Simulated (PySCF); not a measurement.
**Sulfur: a sound run and one with changed settings**

Sound run: S [Ne] 3s2 3p4, S⁺ [Ne] 3s2 3p3. All numbers are calculated (PySCF 2.14, the non-relativistic Hamiltonian (point nucleus), in aug-cc-pV(D+d)Z). The sound run starts from symmetry-adapted Hartree-Fock orbitals and uses a fine grid where one is needed.

Changed run: radial step 0.8 in ln r (0.13 in the sound run). This setting is unsound on purpose.

```tsv
species	method	sound run (hartree)	changed run (hartree)	converged
S	UHF	-397.49897	-397.49897	yes
S	TPSS	-398.12955	-398.37885	yes
S	r2SCAN	-398.07923	-398.36773	yes
S⁺	UHF	-397.15977	-397.15977	yes
S⁺	TPSS	-397.74589	-397.97247	yes
S⁺	r2SCAN	-397.69830	-397.95860	yes
```

Ionisation energy of S:

```csv
method,sound run (eV),changed run (eV)
UHF,9.230,9.230
TPSS,10.440,11.058
r2SCAN,10.366,11.133
```

A coarse radial grid mis-integrates the density and the exchange-correlation energy, with errors of either sign; Hartree-Fock needs no grid.

For comparison, NIST gives 10.360 eV between the lowest levels.
